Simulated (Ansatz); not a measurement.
# AlH: geometry at several levels

One table from this session's results is given with a row withheld; the runs are named, their logs left out.

Computed with Ansatz 0.2.0 (the levels named in each step, unless a step's input says otherwise).

**Starting point**

Bond lengths: Al1–H2 1.613 Å.

Coordinates:

```xyz
2

Al    0.0000    0.0000    0.0000
H     0.0000    0.0000    1.6127
```

The first run:

input.yaml

```yaml
crystal:
  periodic: [false, false, false]
  atoms:
    - { symbol: Al, position_ang: [0.0, 0.0, -0.02578206] }
    - { symbol: H, position_ang: [0.0, 0.0, 1.63850206] }
basis:
  gaussian: { orbitals: "cc-pV(T+d)Z.json" }
correlation:
  method: ccsd_t
relax:
  f_tol: 0.002
  max_steps: 40
```

The run is started by

```console
ansatz run input.yaml --threads 2 --pin off --max-ram 5120MiB --backend cpu --events-out ev --progress --plain --runs-dir out
```

Among the steps run: Relaxation, CCSD(T)/cc-pV(T+d)Z; Relaxation, CCSD(T)/cc-pwCVTZ, all electrons; Relaxation, CCSD(T)/cc-pwCVQZ, all electrons.

One of the session's tables, all rows but one given; the rest of the session is left out.

```
                           level  Al1–H2 (Å)  rotational constants (MHz)  dipole (D)
              PBE0-D4/def2-TZVPP      1.6643                      187800        0.09
             CCSD(T)/cc-pV(T+d)Z           ?                           ?           ?
CCSD(T)/cc-pwCVTZ, all electrons      1.6462                      191960        0.13
CCSD(T)/cc-pwCVQZ, all electrons      1.6446                      192310        0.12
```

Estimate the missing values for CCSD(T)/cc-pV(T+d)Z.

As computed: Al1–H2 (Å): 1.6522; rotational constants (MHz): 190570; dipole (D): 0.08. In the column «Al1–H2 (Å)» it lies between CCSD(T)/cc-pwCVTZ, all electrons (1.6462) and PBE0-D4/def2-TZVPP (1.6643).
